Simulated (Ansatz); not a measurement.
Program: Ansatz. Geometries: PBE0-D4/def2-TZVP. ΔE: electronic, gas phase. CCSD(T)/CBS is the MP2 limit (def2-TZVPP, def2-QZVPP) plus CCSD(T) − MP2 in def2-TZVPP, frozen cores. This one scheme is used for every species. DFT in def2-TZVPP. HSE06 is defined as in plane-wave codes. Each species was taken in one conformer, which may not be the lowest.

`CCNCF` + H₂S → `CCS` + `NCF`  (substitution at a C–N bond)

`CCNCF`:

Cartesian coordinates in Å:
```
C -1.391 -0.675 -0.318
C -0.038 -0.312 -0.897
N 0.555 0.845 -0.238
C 0.940 0.701 1.099
F 1.935 -0.281 1.297
H -2.064 0.185 -0.337
H -1.842 -1.482 -0.900
H -1.315 -1.027 0.713
H -0.160 -0.046 -1.950
H 0.626 -1.186 -0.862
H 1.298 1.246 -0.793
H 0.096 0.393 1.717
H 1.360 1.638 1.470
```

H₂S:

Cartesian coordinates in Å:
```
S 0.327 -0.498 -0.171
H 0.651 0.768 0.130
H -0.978 -0.271 0.042
```

`CCS`:

```xyz
9

C     0.786   -0.273   -0.485
C    -0.670   -0.095   -0.112
S    -0.990    1.322    0.972
H     1.180    0.627   -0.961
H     0.906   -1.112   -1.177
H     1.395   -0.478    0.398
H    -1.276    0.108   -0.998
H    -1.077   -0.996    0.351
H    -0.253    0.897    2.011
```

`NCF`:

Cartesian coordinates in Å:
```
N 0.583 -0.578 -0.353
C -0.168 0.511 0.114
F -1.351 0.140 0.775
H 0.907 -1.178 0.392
H 0.089 -1.127 -1.042
H 0.413 1.089 0.835
H -0.474 1.144 -0.721
```

(1) Is it downhill or uphill in electronic energy at CCSD(T)/CBS, and by how much? (Estimate.)

(2) What do these levels give: PBE-D4, r2SCAN0-D4, HSE06-D4, ωB97M-V, B2PLYP, revPBE, r2SCAN0, HF/def2-TZVPP, SCS-MP2/def2-TZVPP, CCSD/def2-TZVPP, CCSD(T)/def2-TZVPP, MP2/def2-QZVPP? (An estimate is asked.)

Largest T1 diagnostic among the species: 0.011.

Results:

(1) Ansatz gave: Downhill: ΔE = -0.17 eV.

(2) Computed: PBE-D4 -0.19, r2SCAN0-D4 -0.18, HSE06-D4 -0.19, ωB97M-V -0.16, B2PLYP -0.18, revPBE -0.25, r2SCAN0 -0.19, HF/def2-TZVPP -0.17, SCS-MP2/def2-TZVPP -0.17, CCSD/def2-TZVPP -0.13, CCSD(T)/def2-TZVPP -0.14, MP2/def2-QZVPP -0.20 eV.

From BLYP to BHLYP (50 % exact exchange), in def2-TZVPP and without D4, ΔE moves by +0.04 eV. Leaving LDA and LC-ωPBE aside and taking each functional with its dispersion term where it has one, the values, not all of them listed here, spread over 0.06 eV, from PBE-D4 to CAM-B3LYP-D4. LDA lies +0.10 eV from PBE without D4. At CCSD(T), def2-SVP lies +0.16 eV from the extrapolated value and def2-TZVPP +0.03 eV.
